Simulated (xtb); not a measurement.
Li₂, SMILES [Li][Li]. All values are semi-empirical tight-binding results from xtb (GFN2-xTB unless named), good for trends rather than for accurate numbers. Geometry: GFN2-xTB.

Optimised geometry:

Bond lengths (Å): Li1–Li2 2.299.

For metal compounds this method's bond lengths and energies can be far off.

Estimate the properties. (Estimate from the structure and the level; the computed values follow.)


```json
{
 "point_group_as_xtb_finds_it": "D∞h",
 "orbital_gap": "2.74 eV"
}
```

Computed atomic charges and the Wiberg bond orders between heavy atoms:
charges (e) Li1 0.00, Li2 0.00. Bond orders Li1–Li2 1.00.
